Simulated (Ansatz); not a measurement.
# Nickel, fcc under r²SCAN: structure, energy and stiffness

What does r²SCAN give for nickel in the fcc structure? We relax it, solve it on a dense k-mesh, switch on spin-orbit coupling, then scale the cell to 7 volumes from 88 to 112 % of the relaxed one and try a fit of the equation of state. The start is ferromagnetic. The k-meshes are 15×15×15 for the relaxation; 25×25×25 for the dense run; 15×15×15 for spin-orbit coupling; 25×25×25 for the volumes. The starting cell is the deposited one, from the Crystallography Open Database.

Computed with Ansatz 0.2.0 (DFT r2SCAN, plane waves (500 eV) with PAW, scalar-relativistic; PAW files made under PBE, frozen cores solved again for the functional, unless a step says otherwise).

**1. The system as given**

Symmetry: Fm-3m, No. 225, cubic system. The conventional cell has a = 3.524 Å, b = 3.524 Å, c = 3.524 Å, α = 90.00°, β = 90.00°, γ = 90.00°. Ni (site symmetry m-3m) has 12 Ni at 2.49 Å as nearest neighbours.

As a file:

```xyz
1
Lattice="0.0000 1.7619 1.7619 1.7619 0.0000 1.7619 1.7619 1.7619 0.0000" Properties=species:S:1:pos:R:3 pbc="T T T"
Ni    0.0000    0.0000    0.0000
```

The atoms start with moments of +0.8 μB.

**2. Geometry optimisation**

The input, input.yaml:

```yaml
crystal:
  lattice:
    - [0.0, 1.76194, 1.76194]
    - [1.76194, 0.0, 1.76194]
    - [1.76194, 1.76194, 0.0]
  atoms:
    - { symbol: Ni, position: [0.0, 0.0, 0.0], spin: 0.8 }
hamiltonian:
  xc: r2scan
  pseudopotentials:
    kind: paw
    azcp:
      Ni: "pseudopotentials/Ni.paw.azcp"
basis:
  ecutwfc: 500
  fft_grid_basis: typed
kpoints:
  mp_grid: { grid: [15, 15, 15], shift: [0, 0, 0] }
magnetization:
  spin_polarized: true
scf:
  occupations: { method: fermi_dirac, width: 0.05 }
relax:
  max_steps: 60
  f_tol: 0.01
  cell: {}
```

After this run come: Single point on a dense mesh; A two-component run at the same geometry; The cell scaled to 88 % of its volume; The cell scaled to 92 % of its volume; The cell scaled to 96 % of its volume; The cell scaled to 100 % of its volume; The cell scaled to 104 % of its volume; The cell scaled to 108 % of its volume; The cell scaled to 112 % of its volume.

Q: Predict the outcome of this session. Wanted: space group; conventional cell; volume; shortest distance; gap on the mesh; magnetic state; magnetic state with spin-orbit coupling; V₀, B₀, B₀′.

As calculated:

| quantity | value |
| --- | --- |
| space group (spins left aside) | Fm-3m (No. 225) |
| conventional cell | a = 3.476 Å |
| volume | 10.501 Å³/atom |
| shortest distance | 2.458 Å |
| against the deposited volume | -4.0 % (10.940 Å³/atom) |
| gap on the mesh | none (levels filled in part) |
| magnetic state | ferromagnetic, up to 0.81 μB per atom |
| magnetic state with spin-orbit coupling | ferromagnetic, up to 0.73 μB per atom |
| V₀, B₀, B₀′ | 10.519 Å³/atom, 220 GPa, 4.7 |

What this shows: r²SCAN puts the volume 4.0 % below the deposited one. Part of the miss is zero-point motion and any thermal expansion in the deposited cell. It ends ferromagnetic, with up to 0.81 μB per atom. No gap shows: it is a metal or semimetal at this level. In the spin-orbit run the largest spin moment goes from 0.81 to 0.73 μB; mesh and site projection of the two kinds of run can differ, so the change can't be laid on spin-orbit coupling. The total energy of the spin-orbit run lies +1.5 eV/atom from the scalar one, but the two kinds of run don't share a zero of energy: only differences within one kind count. B₀ comes out at 220 GPa.
